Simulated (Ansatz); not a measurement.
Two members of one family (AlH3 adduct), computed with Ansatz in the gas phase. The two geometries come from different levels. Binding counts from free atoms in the multiplicity of their measured ground term, without zero-point energy. The structures are stationary points that may keep the symmetry of their start.

First: Al(H2O)H3 (singlet, charge 0, PBE-D4/def2-TZVP geometry).

```csv
atom,x (Å),y (Å),z (Å)
Al1,0.894,0.078,-0.001
O2,-1.153,0.127,-0.256
H3,-1.558,0.376,0.596
H4,-1.497,-0.756,-0.484
H5,1.426,0.860,-1.292
H6,1.029,-1.528,0.020
H7,0.858,0.843,1.416
```

```json
{"level": "PBE-D4/def2-SVP", "HOMO (eV)": "-6.26", "LUMO (eV)": "-1.29", "gap (eV)": "4.97", "binding per atom (eV)": "2.84"}
{"level": "PBE-D4/def2-TZVP", "HOMO (eV)": "-6.34", "LUMO (eV)": "-1.65", "gap (eV)": "4.69", "binding per atom (eV)": "2.83"}
{"level": "r2SCAN-D4/def2-TZVP", "HOMO (eV)": "-6.65", "LUMO (eV)": "-1.01", "gap (eV)": "5.64", "binding per atom (eV)": "2.86"}
{"level": "B3LYP-D4/def2-TZVP", "HOMO (eV)": "-7.43", "LUMO (eV)": "-1.13", "gap (eV)": "6.30", "binding per atom (eV)": "2.86"}
{"level": "PBE0-D4/def2-SVP", "HOMO (eV)": "-7.56", "LUMO (eV)": "-0.38", "gap (eV)": "7.18", "binding per atom (eV)": "2.81"}
```

Second: Al(H2S)H3 (singlet, charge 0, PBE0-D4/def2-TZVP geometry).

Cartesian coordinates in Å:
```
Al 0.1338 -0.0758 -1.0794
S 0.2382 -0.3439 1.4356
H 0.3296 0.9600 1.7488
H -1.0857 -0.3664 1.6642
H 1.6752 0.3015 -1.2562
H -0.9505 1.0959 -1.1433
H -0.3407 -1.5713 -1.3696
```

Task: Estimate how these quantities change from the first to the second (second minus first).

Result: 
```csv
level,Δ HOMO (eV),Δ LUMO (eV),Δ gap (eV),Δ binding per atom (eV)
PBE-D4/def2-SVP,-0.22,0.05,0.27,-0.35
PBE-D4/def2-TZVP,-0.20,-0.01,0.19,-0.34
r2SCAN-D4/def2-TZVP,-0.21,-0.38,-0.17,-0.32
B3LYP-D4/def2-TZVP,-0.20,0.21,0.40,-0.33
PBE0-D4/def2-SVP,-0.22,0.17,0.39,-0.33
```
